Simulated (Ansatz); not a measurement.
A calculation with Ansatz (development build ahead of 0.2.0).

```yaml
crystal:
  periodic: [false, false, false]
  atoms:
    - { symbol: "N", position_ang: [0.0, 0.0, 0.0] }
    - { symbol: P, position_ang: [0.0, 0.0, 5.096] }
basis:
  gaussian: { orbitals: pcseg-2 }
magnetization:
  initial_magnetization: 2
hamiltonian:
  xc: pbe0
```

The input is written out in the form of the current development build from the run's settings.

Results

| Item | Value |
| --- | --- |
| Converged | yes |
| Total energy | -395.50948 hartree |
| Spin squared of the determinant | 2.000 |
| Stability test | minimum among restricted orbitals |

Caution: stretched shape with no unrestricted run beside it, a lower state can exist; charge can spread falsely over distant fragments.
